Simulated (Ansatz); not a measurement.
We consider hcp Co, described by RPBE in Ansatz (plane waves, PAW).

Run with plane-wave cutoff 520 eV, 24×24×14 k mesh (along the axes of the cell as run), Fermi–Dirac smearing 0.05 eV, spin-polarised with parallel moments, scalar-relativistic PAW data made under PBE.

Shape and atoms are relaxed at each volume.

Pressure at four volumes; x = ln(V/11.164 Å³). One pressure is withheld.

```csv
V (Å³/atom),x,P (GPa)
10.718,-0.0408,8.88
11.164,0.0000,0.01
11.388,0.0199,-3.73
11.611,0.0393,?
```

Pass a parabola P(x) through the three rows shown, estimate the bulk modulus and its pressure derivative near zero pressure, and predict the withheld pressure.

Slopes between the rows: (0.01 − (8.88))/(0.0000 − (-0.0408)) = -217.40 and (-3.73 − (0.01))/(0.0199 − (0.0000)) = -187.94 GPa. Their difference over the span 0.0607 is c = 29.46/0.0607 = 485.3 GPa, so P(x) = 8.88 + (-217.40)(x − (-0.0408)) + 485.3 (x − (-0.0408))(x − (0.0000)). At the middle row B = −dP/dx = −[-217.40 + 485.3 × 0.0408] = 197.6 GPa, and B′ = dB/dP = 2c/B = 4.9. At x = 0.0393 the parabola gives -7.01 GPa; the run gives -7.04 GPa. The Birch–Murnaghan fit to the energies at all volumes has B0 = 197 GPa and B′ = 4.8.

Measured, for comparison: bulk modulus 193 GPa (zero-point energy and finite temperature contributions removed, our sources range from 193 to 198; as tabulated in doi:10.1021/acs.jctc.3c00612). Computed (rounded) less measured: bulk modulus +2 % (inside the range of the sources held).

Note: the bulk modulus comes from volumes at which shape and atoms were relaxed.

Ansatz is a program for electronic structure.
